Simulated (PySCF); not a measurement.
## AlS: input and log

State: ²Σ⁺ (doublet), unpaired electrons σ ↑.

An equivalent input (the run itself took its basis sets from the Basis Set Exchange, started from a PBE0 density and held the occupation σ 9α 8β, πx 3α 3β, πy 3α 3β):

```python
from pyscf import gto, dft
mol = gto.M(atom='Al 0 0 0; S 0 0 2.039', basis={'Al': 'def2-TZVP', 'S': 'def2-TZVP'},
            charge=0, spin=1, verbose=4, symmetry='C2v')
mf = dft.UKS(mol, xc='PBE0')
mf.grids.atom_grid = (80, 434)
mf.grids.prune = dft.gen_grid.treutler_prune
mf.irrep_nelec = {'A1': (9, 8), 'B1': (3, 3), 'B2': (3, 3)}
mf.conv_tol = 1e-9
mf.max_cycle = 60
mf.diis_space = 10
mf.kernel()
```

The log (some set-up lines and the per-cycle HOMO/LUMO lines removed):

```
******** <class 'pyscf.dft.uks_symm.SymAdaptedUKS'> ********
method = SymAdaptedUKS
damping factor = 0
level_shift factor = 0
DIIS = <class 'pyscf.scf.diis.CDIIS'>
diis_start_cycle = 1
diis_space = 10
diis_damp = 0
SCF conv_tol = 1e-09
SCF conv_tol_grad = None
SCF max_cycles = 60
number electrons alpha = 15  beta = 14
Set gradient conv threshold to 3.16228e-05
init E= -640.371701875095
cycle= 1 E= -640.377979185315  delta_E= -0.00628  |g|= 0.00817  |ddm|= 0.0188
cycle= 2 E= -640.377839029869  delta_E= 0.00014  |g|= 0.0166  |ddm|= 0.0266
cycle= 3 E= -640.378039076638  delta_E= -0.0002  |g|= 0.00179  |ddm|= 0.017
cycle= 4 E= -640.378041017597  delta_E= -1.94e-06  |g|= 0.000709  |ddm|= 0.00226
cycle= 5 E= -640.378041617881  delta_E= -6e-07  |g|= 0.000177  |ddm|= 0.00109
cycle= 6 E= -640.378041771301  delta_E= -1.53e-07  |g|= 5.39e-05  |ddm|= 0.00106
cycle= 7 E= -640.378041786241  delta_E= -1.49e-08  |g|= 1.86e-05  |ddm|= 0.000325
cycle= 8 E= -640.37804178766  delta_E= -1.42e-09  |g|= 9.44e-06  |ddm|= 6.97e-05
cycle= 9 E= -640.378041788103  delta_E= -4.43e-10  |g|= 2.81e-06  |ddm|= 4.92e-05
Extra cycle  E= -640.378041788098  delta_E= 5.12e-12  |g|= 5.31e-06  |ddm|= 9.68e-06
converged SCF energy = -640.378041788098  <S^2> = 0.75788205  2S+1 = 2.0078666
```

Repeating this along the bond gives Re = 2.032 Å and ωe = 620 cm⁻¹.

A point of this curve took 2.2 CPU seconds beside 0.24 for the integrals, on Arm Neoverse V1 (shared host).

The state is the lowest determinant that a PBE0 search found; another state may lie lower at other levels.
